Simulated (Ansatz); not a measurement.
**Telling isomers of H2O2Si apart by their spectra**

These gas-phase data were calculated for one isomer of H2O2Si at PBE-D3(BJ)/def2-SVP (harmonic, unscaled wavenumbers; equilibrium rotational constants with average atomic masses):

```
rotational constants            : 24.79, 8.71, 6.445 GHz
all wavenumbers above 1500 cm⁻¹ : 3736, 3659
```

Candidates:

(1) `O[Si]O`, a singlet
(2) `O=[SiH]O`, a singlet

**Question.** Which candidate do the data belong to?

**Answer.** Candidate (1). No mode falls between 2000 and 2380 cm⁻¹, where the Si–H stretch of (2) would stand.

The same quantities for all candidates:

```tsv
	rotational constants (GHz)	wavenumbers above 1500 cm⁻¹	E above the lowest, PBE-D3(BJ)/def2-SVP (kcal/mol)
(1)	24.79, 8.71, 6.445	3736, 3659	0.0
(2)	40.61, 7.378, 6.244	3723, 2236	9.5
```

Harmonic stretches to hydrogen usually lie a few per cent above observed fundamentals. Each candidate is one conformer. Programs: Ansatz 0.2.0.
